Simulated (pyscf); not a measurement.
PySCF, gas phase, ωB97X-D3(BJ)/def2-SVP geometries.

### Question
For the elementary gas-phase step H₂B–F + H₂O -> H₂B–OH + HF (singlet surface; B–F, H–O broken, B–O, F–H formed), what barrier and reaction energy does PBE0-D3(BJ)/def2-TZVP give, measured from the separated reactants?

### Answer
ΔE‡ = 8.2 kcal/mol, ΔE = -0.4 kcal/mol. CCSD(T)/def2-TZVPP + ΔMP2(QZVPP) gives 13.1 kcal/mol and 0.0 kcal/mol. Zero-point energy shifts the barrier by +1.6 kcal/mol. It is a four-centre exchange, with an imaginary mode of 914i cm⁻¹. On the reactant side the descent ends in an adduct with a B–O contact, 10.7 kcal/mol under the separated species and 21.9 kcal/mol under the saddle at ωB97X-D3(BJ)/def2-TZVP. On the product side the descent ends in a complex (not fully relaxed), 7.2 kcal/mol under the separated species and 18.0 kcal/mol under the saddle at ωB97X-D3(BJ)/def2-TZVP. What is counted as formed (B–O) is already present as a longer contact in the reactant adduct; forming that adduct is a step of its own. One saddle was located; it need not be the lowest between these sides. The CCSD(T) − MP2 part came from Ansatz, without density fitting, on the same reference.
